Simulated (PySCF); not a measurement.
**A workflow on SiO (SMILES O=[Si])**

We compute a series of 19 runs (PBE0-D4/def2-TZVP, CCSD(T)/def2-TZVPP, RI-MP2/def2-QZVPP, PBE-D4/def2-TZVPP, r2SCAN-D4/def2-TZVPP, B3LYP-D4/def2-TZVPP, PBE0-D4/def2-TZVPP, wB97M-V/def2-TZVPP, and more) of OSi. The job is set up through a Python script.

The calculation is run with PySCF 2.14.0.

1 further run of the same task is left out (for a faulty analytic Hessian).

### Step 1. The structure to begin with

The species is SiO (2 atoms), meant as a singlet with charge 0. As SMILES, `O=[Si]`. All atoms were displaced at random from a relaxed shape. The run starts from this shape.

Bond lengths: O1–Si2 1.517 Å.

### Step 2. A geometry optimisation at PBE0-D4/def2-TZVP (density fitting with def2-universal-jkfit) (run 1)

File mol.xyz:

```xyz
2

O     -0.608020     0.248059    -0.300825
Si     0.666218    -0.257625     0.348719
```

File input.py:

```python
# O=[Si]
from pyscf import gto, dft
from pyscf.geomopt.geometric_solver import kernel as optimise

molecule = gto.Mole()
molecule.atom = 'mol.xyz'
molecule.basis = 'def2-tzvp'
molecule.max_memory = 1860
molecule.verbose = 3
molecule.charge = 0
molecule.build()

mf = dft.RKS(molecule, xc='pbe0')
mf = mf.density_fit(auxbasis='def2-universal-jkfit')
mf.max_cycle = 100
mf.disp = 'd4'
mf.conv_tol = 1e-09
mf.grids.level = 4
converged, mol_eq = optimise(mf, maxsteps=100)
print('converged:', converged)
print(mol_eq.tostring())

mf.reset(mol_eq)
molecule = mol_eq
mf.kernel()
e_final = mf.e_tot
print(f'total energy: {e_final:.8f} hartree')
```

Started as:

```console
$ OMP_NUM_THREADS=1 python input.py
```

Output:

```text
maxiter                   100
[... 16 lines left out ...]
> Convergence Criteria:
[... 14 lines left out ...]
WARN: Mole.unit (angstrom) is changed to Bohr
[... 8 lines left out ...]
Step    0 : Gradient = 9.533e-03/9.543e-03 (rms/max) Energy = -364.5588209868
[... 22 lines left out ...]
converged SCF energy = -364.558895856697
[... 23 lines left out ...]
Converged! =D
[... 1 line left out ...]
converged: True
O          -0.60517548        0.24678403       -0.29938514
Si          0.66217569       -0.25601382        0.34668077
converged SCF energy = -364.558895857101
total energy: -364.55889586 hartree
```

Run time: 11 s. Hardware: 1 thread of Arm Neoverse V2, shared host; peak memory 0.59 GiB.

Step by step:

```csv
step,energy from the first frame kept (eV),largest force (eV/Å)
0,0.0000,0.4907
1,-0.0020,0.0708
2,-0.0020,0.0021
3,-0.0020,0.0008
```

After the run. Bond lengths: O1–Si2 1.509 Å.

### Step 3. A single-point energy at CCSD(T)/def2-TZVPP (run 3)

File job.py:

```python
# O=[Si]
from pyscf import gto, cc

system = gto.M(
    atom='''
O   -0.605175   0.246784  -0.299385
Si   0.662176  -0.256014   0.346681
''',
    basis='def2-tzvpp',
    charge=0,
    verbose=3,
    max_memory=1860,
)

mf = system.RHF()
mf.conv_tol = 1e-10
mf.kernel()
if not mf.converged:
    mf = mf.newton().run(mf.mo_coeff, mf.mo_occ)

mycc = cc.CCSD(mf, frozen=6)
mycc.kernel()
e_t = mycc.ccsd_t()
e_tot = mycc.e_tot + e_t
print('E(%s) = %.9f' % ('CCSD(T)', e_tot))
```

Started as:

```console
$ OMP_NUM_THREADS=1 python job.py
```

Output:

```text
converged SCF energy = -363.841583595176
E(CCSD) = -364.1785550166632  E_corr = -0.3369714214876272
CCSD(T) correction = -0.0174440118707754
E(CCSD(T)) = -364.195999029
```

Run time: 4.8 s. Hardware: 1 thread of Arm Neoverse V2, shared host; peak memory 0.24 GiB.

Runs 4 to 15 aren't shown in full; the table further down has their settings and results.

### Step 4. The doublet cation: the energy at UPBE-D4/def2-TZVPP (run 16)

File run.py:

```python
from pyscf import gto, dft

molecule = gto.Mole()
molecule.atom = '''
O       -0.605175       0.246784      -0.299385
Si       0.662176      -0.256014       0.346681
'''
molecule.verbose = 3
molecule.spin = 1
molecule.charge = 1
molecule.max_memory = 1860
molecule.basis = 'def2-tzvpp'
molecule.build()

myscf = dft.UKS(molecule, xc='pbe')
myscf.disp = 'd4'
myscf.grids.level = 5
myscf.conv_tol = 1e-10
myscf.kernel()
if not myscf.converged:
    myscf = myscf.newton().run(myscf.mo_coeff, myscf.mo_occ)

energy = myscf.e_tot
print('Final energy', energy)
```

Started as:

```console
$ OMP_NUM_THREADS=1 python run.py
```

Output:

```text
WARN: HOMO -0.299433613486272 >= LUMO -0.299433613486265

converged SCF energy = -364.130440251954  <S^2> = 0.75456991  2S+1 = 2.0045647
Final energy -364.13044025195416
```

It took 7.2 s on 1 thread of Arm Neoverse V2, shared host; peak memory 0.34 GiB.

Runs 17 to 19 aren't shown in full; the table further down has their settings and results.

### Step 5. The doublet cation: the energy at UB3LYP/6-31G(d) (spherical functions) (run 20)

File calc.py:

```python
from pyscf import gto, dft

mol = gto.Mole()
mol.atom = 'O -0.605175 0.246784 -0.299385; Si 0.662176 -0.256014 0.346681'
mol.charge = 1
mol.verbose = 3
mol.spin = 1
mol.basis = '6-31g*'
mol.max_memory = 1860
mol.build()

mf = dft.UKS(mol, xc='b3lyp')
mf.conv_tol = 1e-10
mf.grids.level = 5
mf.kernel()
if not mf.converged:
    mf = mf.newton().run(mf.mo_coeff, mf.mo_occ)

e_final = mf.e_tot
print('E(%s) = %.9f' % ('B3LYP', e_final))
```

Started as:

```console
$ OMP_NUM_THREADS=1 python calc.py
```

Output:

```text
WARN: HOMO -0.316457854930401 >= LUMO -0.316457854930403

converged SCF energy = -364.29755002284  <S^2> = 0.75772323  2S+1 = 2.0077084
E(B3LYP) = -364.297550023
```

It took 3.6 s on 1 thread of Arm Neoverse V2, shared host; peak memory 0.21 GiB.

### Step 6. Overview of the runs

```
run                                                          level      task  integral approximation  partner  energy (Eh)  dipole moment (D) of the reference  HOMO energy (eV)  LUMO energy (eV)  wall time
  1  PBE0-D4/def2-TZVP (density fitting with def2-universal-jkfit)  optimise    def2-universal-jkfit     base  -364.558896                                3.05             -8.78             -1.94       11 s
  3                                             CCSD(T)/def2-TZVPP    energy                    none     base  -364.195999                                3.66            -11.87              1.08      4.8 s
  4  RI-MP2/def2-QZVPP (density fitting with def2-universal-jkfit)    energy    def2-universal-jkfit     base  -364.215294                                3.72            -11.90              0.85     0.94 s
  5                                              PBE-D4/def2-TZVPP    energy                    none     base  -364.544941                                2.78             -7.40             -2.77      4.2 s
  6                                           r2SCAN-D4/def2-TZVPP    energy                    none     base  -364.698489                                2.87             -7.70             -2.64      7.8 s
  7                                            B3LYP-D4/def2-TZVPP    energy                    none     base  -364.787901                                3.10             -8.55             -2.14      5.1 s
  8                                             PBE0-D4/def2-TZVPP    energy                    none     base  -364.559028                                3.05             -8.78             -1.94      4.8 s
  9                                             wB97M-V/def2-TZVPP    energy                    none     base  -364.736239                                3.24            -11.01              0.12       14 s
 10                                              B2PLYP/def2-TZVPP    energy                    none     base  -364.607663                                3.38             -9.97             -0.77      3.9 s
 11                                               SVWN5/def2-TZVPP    energy                    none     base  -363.088559                                2.89             -7.54             -2.91      2.8 s
 12                                              M06-2X/def2-TZVPP    energy                    none     base  -364.718690                                3.35            -10.06             -1.06      7.5 s
 13                             B3LYP/6-31G* (spherical functions)    energy                    none     base  -364.716317                                2.59             -8.41             -1.84      1.9 s
 14                                                      HF/STO-3G    energy                    none     base  -359.398454                                1.90             -7.67              7.97      0.5 s
 15                                            UCCSD(T)/def2-TZVPP    energy                    none   cation  -363.773576                                   –            -21.02             -8.32       17 s
 16                                             UPBE-D4/def2-TZVPP    energy                    none   cation  -364.130440                                   –            -16.29            -15.17      7.2 s
 17                                           UB3LYP-D4/def2-TZVPP    energy                    none   cation  -364.366606                                   –            -17.57            -14.40      8.4 s
 18                                            UPBE0-D4/def2-TZVPP    energy                    none   cation  -364.140112                                   –            -17.85            -14.01      7.2 s
 19                                           U-wB97M-V/def2-TZVPP    energy                    none   cation  -364.313861                                   –            -20.22            -11.98       27 s
 20                            UB3LYP/6-31G* (spherical functions)    energy                    none   cation  -364.297550                                   –            -17.55            -14.42      3.6 s
```

### Step 7. Summary of results

```
                                                               quantity          value
                                   doublet cation, run 20: total energy  -364.29755 Eh
             doublet cation, run 20: HOMO energy (highest over α and β)      -17.55 eV
              doublet cation, run 20: LUMO energy (lowest over α and β)      -14.42 eV
                                           doublet cation, run 20: ⟨S²⟩          0.758
 vertical ionisation energy (to the doublet cation), CCSD(T)/def2-TZVPP      11.495 eV
  vertical ionisation energy (to the doublet cation), PBE-D4/def2-TZVPP      11.279 eV
vertical ionisation energy (to the doublet cation), B3LYP-D4/def2-TZVPP      11.464 eV
 vertical ionisation energy (to the doublet cation), PBE0-D4/def2-TZVPP      11.399 eV
 vertical ionisation energy (to the doublet cation), wB97M-V/def2-TZVPP      11.493 eV
       vertical ionisation energy (to the doublet cation), B3LYP/6-31G*      11.395 eV
```

**Reading.** At CCSD(T)/def2-TZVPP: the vertical ionisation energy comes to 11.49 eV (1109 kJ/mol). At PBE-D4/def2-TZVPP: the vertical ionisation energy comes to 11.28 eV (260 kcal/mol). The negative HOMO energy of the first species, 7.40 eV, lies 3.88 eV below that difference. At B3LYP-D4/def2-TZVPP: the vertical ionisation energy comes to 11.46 eV (1106 kJ/mol). −ε(HOMO) before ionisation, 8.55 eV, is 2.91 eV below this ionisation energy. At PBE0-D4/def2-TZVPP: the vertical ionisation energy comes to 11.40 eV (263 kcal/mol). Totals of different functionals can't be ranked against each other. In run 14 the basis is minimal, so the values are rough. All runs together took 2.3 min, the longest 27 s.
